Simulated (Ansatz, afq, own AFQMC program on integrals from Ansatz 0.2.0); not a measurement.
# BSiH₂, quartet → BSiH₂, sextet

| atom | x (Å) | y (Å) | z (Å) |
| --- | --- | --- | --- |
| Si | 0.0000 | -0.0471 | 0.5518 |
| B | 0.0000 | -0.0605 | -1.3633 |
| H | 0.0000 | 1.1711 | 1.4474 |
| H | 0.0000 | 0.7893 | -2.2001 |

Connectivity, by distances: SiH–BH.

E(sextet, charge +0) − E(quartet, charge +0) at this geometry, on UHF and UHF determinants.

Basis cc-pVTZ. Only valence electrons are correlated. AFQMC by an in-house program on the Cholesky factors that Ansatz 0.2.0 writes for its CCSD(T) run. The CISD trial takes its coefficients from CCSD amplitudes. Released means that phaseless walkers are propagated on without the constraint, phases kept. ± is one standard error of the sampling. The errors of all members are added in quadrature.

No full CI on the walks' own integrals is used here; CCSDT(Q) serves as the reference and is uncertain by about the last step of the cluster series. Each member takes its own surest rung, up to full CI.

Errors are counted within cc-pVTZ, not against nature.

Cautions: BSiH₂ (quartet): lower spins were not checked, the released energies are still falling, so no released level is given (meV from the phaseless value at times in 1/Eh: 1 ± 4 at 0.24, 0 ± 4 at 0.51, -6 ± 4 at 0.99, -8 ± 4 at 1.62, -16 ± 7 at 2.40), though the last usable value meets CCSDT(Q) within the noise; BSiH₂ (sextet): another spin lies lower, raised T1 diagnostic (T1 0.047, weight of the determinant 0.86, largest double 0.06), its ph-AFQMC/CISD value lies 28 ± 4 meV above CCSDT(Q); the upper state may be diffuse, so the gap hangs on the basis; core correlation is missing, and it shifts such a gap most where an s electron is promoted.

```csv
level,vertical spin gap (kcal/mol)
MP2,131.4
HF,119.1
```

Problem. From these cheaper values, estimate the vertical spin gap at the reference level in cc-pVTZ.

Solution. 129.7 kcal/mol (CCSDT(Q) in cc-pVTZ).

```json
{"level": "CCSD", "vertical spin gap (kcal/mol)": "130.0", "error against CCSDT(Q) (kcal/mol)": "0.3"}
{"level": "CCSD(T)", "vertical spin gap (kcal/mol)": "129.9", "error against CCSDT(Q) (kcal/mol)": "0.2"}
{"level": "CCSDT", "vertical spin gap (kcal/mol)": "129.7", "error against CCSDT(Q) (kcal/mol)": "0.0"}
{"level": "ph-AFQMC/CISD", "vertical spin gap (kcal/mol)": "130.0 ± 0.1", "error against CCSDT(Q) (kcal/mol)": "0.3 ± 0.1"}
```

Correlation beyond CCSD(T) takes off 0.2 kcal/mol. The perturbative (T) step is worth −0.1 kcal/mol.

A walk keeps the symmetry of its determinant, which the program's search chose and which needn't be the lowest solution, so a lower state of the same spin and another symmetry isn't excluded.
